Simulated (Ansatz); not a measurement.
**Worked example: HC–O–Si⁺, triplet against HC–O–Si, quartet**

Geometry (PBE0/def2-TZVP stationary point of a quartet), kept for both states (HC–O–Si, quartet: A''; HC–O–Si⁺, triplet: A''):

```json
{"atom": "C", "x (Å)": "0.0000", "y (Å)": "-0.3103", "z (Å)": "1.6466"}
{"atom": "O", "x (Å)": "0.0000", "y (Å)": "0.3518", "z (Å)": "0.5441"}
{"atom": "Si", "x (Å)": "0.0000", "y (Å)": "-0.0732", "z (Å)": "-1.1086"}
{"atom": "H", "x (Å)": "0.0000", "y (Å)": "0.1527", "z (Å)": "2.6323"}
```

Basis cc-pVDZ; Ansatz 0.2.0. Only valence electrons are correlated (noble-gas cores frozen). Prefix R: restricted or restricted open-shell reference; prefix U: unrestricted.

Full CI isn't at hand for all of this; UCCSDT(Q) serves as the reference, and is uncertain by the last step of the cluster series or more.

```csv
level,"E(HC–O–Si, quartet) (hartree)","E(HC–O–Si⁺, triplet) (hartree)"
UHF,-402.116997,-401.864279
UMP2,-402.444810,-402.196986
UCCSD(T),-402.488062,-402.240633
PBE,-402.975494,-402.721512
r2SCAN,-403.165793,-402.906254
UCCSDT(Q),-402.490593,-402.243984
```

Problem. Give the vertical gap, HC–O–Si⁺ triplet less HC–O–Si quartet, at each level in eV (1 hartree = 27.2114 eV), and each error against UCCSDT(Q).

Solution. UCCSDT(Q): (-402.243984 − (-402.490593)) × 27.2114 = 6.711 eV (the reference)
r2SCAN: (-402.906254 − (-403.165793)) × 27.2114 = 7.062 eV, error 0.351 eV
PBE: (-402.721512 − (-402.975494)) × 27.2114 = 6.911 eV, error 0.200 eV
UCCSD(T): (-402.240633 − (-402.488062)) × 27.2114 = 6.733 eV, error 0.022 eV
UMP2: (-402.196986 − (-402.444810)) × 27.2114 = 6.744 eV, error 0.033 eV
UHF: (-401.864279 − (-402.116997)) × 27.2114 = 6.877 eV, error 0.166 eV

Total energies of functionals can't be set beside those of wave-function methods, since they hold the core's correlation and their own absolute errors; only the differences compare.

In so small a basis the reference is far from its limit while semilocal and hybrid functionals are nearer theirs, so the functionals' errors here hold much of the reference's basis and frozen-core error, which can add to them or hide them.

Each level lands on the state that its own search finds. T1 diagnostics of restricted CCSD: 0.043 and 0.074.
